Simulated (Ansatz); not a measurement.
BaZrO3: experiment and calculation

**The experiment to reproduce.**

From “EXAFS study of lead-free relaxor ferroelectric BaTi(1-x)Zr(x)O3 at the Zr K-edge”, 2006, arxiv:cond-mat/0602127, for a powder of BaZrO3 at 300 K: lattice constant a 4.192 ± 0.001 Å.

How close the calculation comes is told below.

Theory: DFT r2SCAN, scalar-relativistic, plane waves, PAW (Ansatz).

Cutoff 500 eV; k points 6×6×6 on the computed 5-atom cell (Γ-centred); Gaussian smearing, width 0.02 eV; no spin polarisation.

Relaxed structure, symmetry kept:

```cif
data_structure
_symmetry_space_group_name_H-M 'Pm-3m'
_symmetry_Int_Tables_number 221
_cell_length_a 4.2052
_cell_length_b 4.2052
_cell_length_c 4.2052
_cell_angle_alpha 90.000
_cell_angle_beta 90.000
_cell_angle_gamma 90.000
_cell_volume 74.36
loop_
_atom_site_label
_atom_site_type_symbol
_atom_site_symmetry_multiplicity
_atom_site_Wyckoff_symbol
_atom_site_fract_x
_atom_site_fract_y
_atom_site_fract_z
_atom_site_occupancy
Ba1 Ba 1 a 0.00000 0.00000 0.00000 1
Zr1 Zr 1 b 0.50000 0.50000 0.50000 1
O1 O 3 c 0.00000 0.50000 0.50000 1
```

- Space group: Pm-3m (No. 221)
- Volume per atom: 14.87 Å³
- Formation energy from the elements' standard states (uncorrected): -3.599 eV/atom
- Generalised Kohn–Sham band gap: 3.73 eV, indirect from R to Γ
- Löwdin character of the top 1 eV of the valence band: O 2p 94 %
- Löwdin character of the lowest 1 eV of the conduction band: Zr 4d 87 %, unprojected 7 %
- Electron masses at the edge by Cartesian direction of the standard setting (m_e; degenerate bands sorted by energy; no spin-orbit coupling): x: 2.8, 0.37, 0.37; y: 2.8, 0.37, 0.37; z: 2.8, 0.37, 0.37
- Hole masses at the edge by Cartesian direction of the standard setting (m_e; degenerate bands sorted by energy; no spin-orbit coupling): x: 19, 0.86, 0.86; y: 19, 0.86, 0.86; z: 19, 0.86, 0.86
- Bulk modulus: 163 GPa
- Its pressure derivative: 4.4
- Electronic dielectric constant xx, yy, zz of the standard setting (independent particles): 4.5, 4.5, 4.5
- Bader charges (e): Ba (1 in the cell) 1.58, Zr (1 in the cell) 2.64, O (3 in the cell) -1.41

Spin-orbit coupling is left out, which matters for the bands of heavy elements.

Against the measured lattice constant a of BaZrO3, 4.192 Å (300 K; powder; the paper above), the calculated 4.205 Å is off by +0.3 %. The calculation is for 0 K without zero-point motion.

Cost: 12 runs of about 7.6 core-minutes in all, on AMD EPYC (Zen 3) (shared hosts).